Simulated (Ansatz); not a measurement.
Species: C₃H₄, SMILES `C=C=C` (charge 0, multiplicity 1), formula C$_{3}$H$_{4}$.

### Question
How many basis functions does frozen-core CCSD(T)/def2-TZVPP // B3LYP-D3(BJ)/def2-TZVP in Ansatz (an electronic-structure program) use, how many core orbitals are frozen, and how many electrons are correlated?

### Answer
149 basis functions and 3 frozen orbitals, which leaves 16 correlated electrons. Core time is of the order of seconds.
